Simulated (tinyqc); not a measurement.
Starting guesses with DIIS over 6 matrices: SCF starting guesses in the sto-3g basis, for H2O+, spin multiplicity 2. Computed by the program tinyqc with PySCF. UHF with one setting changed at a time; a run stops when the energy changes by less than 1e-09 hartree and the error matrix is below 1e-5. Starts: the lowest orbitals of the core Hamiltonian, of the Wolfsberg-Helmholz matrix (K = 1.75), projected atomic densities, random orbitals, and the highest orbitals of the core Hamiltonian (a deliberately bad start).

Geometry (angstrom):
```
atom       x        y       z
O     0.0000   0.0000  0.0000
H     0.0000   0.7570  0.6820
H     0.0000  -0.7690  0.6940
```

lowest solution found by these runs and by PySCF with stability checks = -74.663531 hartree

Largest element of the error matrix X^T (FDS - SDF) X:
```
iteration     core  Wolfsberg-Helmholz  atomic densities   random  highest core orbitals
1          2.8e-01             1.9e-01           5.8e-01  4.2e+00                2.2e-01
2          2.9e-02             5.6e-02           1.1e-01  2.0e-01                2.7e-01
3          8.7e-03             9.5e-03           1.4e-02  3.7e-02                2.6e-01
4          2.7e-03             3.6e-03           4.3e-03  3.3e-02                2.3e-01
5          1.4e-03             1.8e-03           1.9e-03  4.0e-02                1.4e-01
6          4.0e-04             6.4e-04           4.4e-04  4.4e-02                9.8e-03
8          1.1e-05             1.1e-05           1.4e-05  2.9e-02                1.1e-02
10               -                   -           1.5e-06  5.7e-03                1.2e-03
14               -                   -                 -  7.8e-05                7.6e-06
```

How each run ends:
```
run                    iterations  E (hartree)         state
core                            9   -74.663531  lowest found
Wolfsberg-Helmholz              9   -74.663531  lowest found
atomic densities               10   -74.663531  lowest found
random                         17   -74.663531  lowest found
highest core orbitals          15   -74.419855        higher
```

What does the comparison show, and why?

4 of 5 runs reach the lowest solution found, in 9 to 17 iterations (fastest: core, Wolfsberg-Helmholz). Ending on a higher stationary point: highest core orbitals; a small error matrix cannot reveal that, and an occupation fixed by the start is kept by symmetry or by the shape of the basin. The first errors are 3e-01, 2e-01, 6e-01, 4e+00, 2e-01.
